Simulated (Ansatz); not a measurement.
# [AlH$_{2}$···H···SiH], doublet: reading a ladder of total energies

Geometry: a point of a hydrogen-transfer path between rigid fragments, not a stationary point.

```xyz
6

Al   -1.7338    0.0252    0.0000
H    -2.5267    1.3986    0.0000
H    -2.5267   -1.3482    0.0000
H     0.3182    0.0252    0.0000
Si    1.7582    0.0252    0.0000
H     2.1547   -1.4543    0.0000
```

Basis cc-pVDZ; Ansatz 0.2.0. Correlated methods freeze the noble-gas cores, which leaves 11 electrons in 46 orbitals. R marks a restricted (for open shells ROHF) determinant.

Full CI isn't at hand for all of this; RCCSDT(Q) serves as the reference, and is uncertain by about the last step of the cluster series.

Runs differ by some tens of microhartree through their thresholds and, for an open shell, their frozen cores, so steps under 0.03 kcal/mol mean nothing.

```json
{"level": "RHF", "total energy (hartree)": "-533.015242"}
{"level": "RMP2", "total energy (hartree)": "-533.179762"}
{"level": "RCCSD", "total energy (hartree)": "-533.224869"}
{"level": "RCCSD(T)", "total energy (hartree)": "-533.231464"}
{"level": "RCCSDT", "total energy (hartree)": "-533.233477"}
{"level": "RCCSDT(Q)", "total energy (hartree)": "-533.234006"}
```

Question: What is the correlation energy at RCCSDT(Q), and what share of it do RMP2 and RCCSD recover?

Answer: E(corr) = -533.234006 − (-533.015242) = -0.218764 hartree = -5.953 eV. RMP2: -0.164520 / -0.218764 = 75.20 %. RCCSD: -0.209627 / -0.218764 = 95.82 %.

Question: By how many kcal/mol does RCCSD(T) miss RCCSDT(Q) (1 hartree = 627.509 kcal/mol), and which steps make up the rest?

Answer: -533.231464 − (-533.234006) = 0.002542 hartree = 1.60 kcal/mol. Steps: RCCSDT − RCCSD(T) = -1.26, RCCSDT(Q) − RCCSDT = -0.33 kcal/mol. Differences between like states or geometries often cancel part of this.
